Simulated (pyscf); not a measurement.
`[AsH3]` + `[GaH]` [singlet] → `[Ga][AsH2]` [singlet] + `[H][H]`, a four-centre exchange (singlet surface; As–H, Ga–H broken, As–Ga, H–H formed). Single points on ωB97X-D3(BJ)/def2-SVP structures (PySCF, gas phase). Energies in kJ/mol from the separated reactants.

Small-basis levels: PySCF, no dispersion term, spherical d functions. 

Problem. Quick SVWN5/6-31G*+LANL2DZ single points give ΔE‡ = -12.5 kJ/mol and ΔE = -64.9 kJ/mol. What does ωB97M-D3(BJ)/def2-TZVP give, and how far is the quick result from it?

Solution. ωB97M-D3(BJ)/def2-TZVP gives ΔE‡ = 47.8 kJ/mol and ΔE = -57.0 kJ/mol. SVWN5/6-31G*+LANL2DZ lies 60.3 kJ/mol under it in the barrier and 7.9 kJ/mol under it in the reaction energy, so on this step it does not hold to within 12.6 kJ/mol. At SVWN5/6-31G*+LANL2DZ this geometry lies under one side, so its ΔE‡ may be no barrier of that level. ωB97M-D3(BJ)/def2-TZVP has limits of its own. On the reactant side the descent ends in a complex, 19.9 kJ/mol under the separated species and 51.9 kJ/mol under the saddle at ωB97X-D3(BJ)/def2-TZVP. At ωB97X-D3(BJ)/def2-TZVP the barrier from the zero used here is 32.0 kJ/mol. This is the saddle that the search found; another between the same sides may lie lower. In the def2 sets elements up to Kr have no core potential.
